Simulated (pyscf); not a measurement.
This saddle point was located with ωB97X-D3(BJ)/def2-SVP in PySCF.

```xyz
8

O     -2.3077    -0.1385     1.0136
As    -0.6631    -0.2389     0.3249
O     -1.2660     0.7096    -1.0678
H     -2.9092     0.3562     0.4365
H      0.5311    -1.0693    -0.8430
H     -0.5934     0.8801    -1.7388
H      1.0046     0.5507     0.0560
H      1.1160    -0.2127    -0.6605
```

Surface: singlet, charge 0. Lowest wavenumbers (cm⁻¹): 1558i, 206, 319, 410, 513.

Q: Name the species on either side of this saddle.

A: HO–AsH–OH (SMILES O[AsH]O) + H₂ (SMILES [H][H]) ⇌ HO–AsH–OH (SMILES O[AsH]O) + H₂ (SMILES [H][H]), a four-centre exchange read from left to right: As–H, H–H broken and As–H, H–H formed. At ωB97M-D3(BJ)/def2-TZVP it lies +226.7 kJ/mol from the left side and +226.7 kJ/mol from the right (each side as separated species at their lowest minima found). The same reactants have a lower exit, to HO–AsH₂ + H₂O (barrier +205.2 kJ/mol at ωB97M-D3(BJ)/def2-TZVP, against +226.7 kJ/mol here). This is the saddle that the search found; another between the same sides may lie lower. Elements up to Kr have no core potential and no relativistic terms here.
